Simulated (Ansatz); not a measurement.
**Worked example: correlation energy of SiAs⁺, singlet**

Geometry: a point of a stretch scan, not a stationary point.

```xyz
2

Si    0.0000    0.0000    0.0000
As    0.0000    0.0000    2.8710
```

Basis 6-31G (Cartesian d functions); Ansatz 0.2.0. Correlated methods freeze the noble-gas cores and the filled d shells of p-block atoms, which leaves 8 electrons in 23 orbitals. Prefix R: restricted or restricted open-shell reference. No spin–orbit coupling is included, and no scalar relativity.

Full CI is exact within this basis and frozen core; it isn't the basis-set limit.

The determinant fills πx and πy unequally, so it is a mixture of Σ and Δ, which weighs on every level built on one determinant.

Runs differ by some tens of microhartree through their thresholds, so steps under 0.03 kcal/mol mean nothing.

```csv
level,total energy (hartree)
RHF,-2522.343627
RMP2,-2522.423704
RCCSD,-2522.460182
RCCSD(T),-2522.469674
RCCSDT,-2522.471632
RCCSDT(Q),-2522.474778
RCCSDTQ*,-2522.474159
full CI,-2522.474495
```

Task: What is the correlation energy at full CI, and what share of it do RMP2 and RCCSD recover?

Result: E(corr) = -2522.474495 − (-2522.343627) = -0.130868 hartree = -3.561 eV. RMP2: -0.080077 / -0.130868 = 61.19 %. RCCSD: -0.116555 / -0.130868 = 89.06 %.

Task: By how many kcal/mol does RCCSD(T) miss full CI (1 hartree = 627.509 kcal/mol), and which steps make up the rest?

Result: -2522.469674 − (-2522.474495) = 0.004821 hartree = 3.03 kcal/mol. Steps: RCCSDT − RCCSD(T) = -1.23, RCCSDT(Q) − RCCSDT = -1.97, RCCSDTQ − RCCSDT(Q) = 0.39, full CI − RCCSDTQ = -0.21 kcal/mol. With more than one leading determinant such errors change with state and geometry, and needn't cancel in differences.

An asterisk marks runs whose energy the program itself flagged as in doubt.
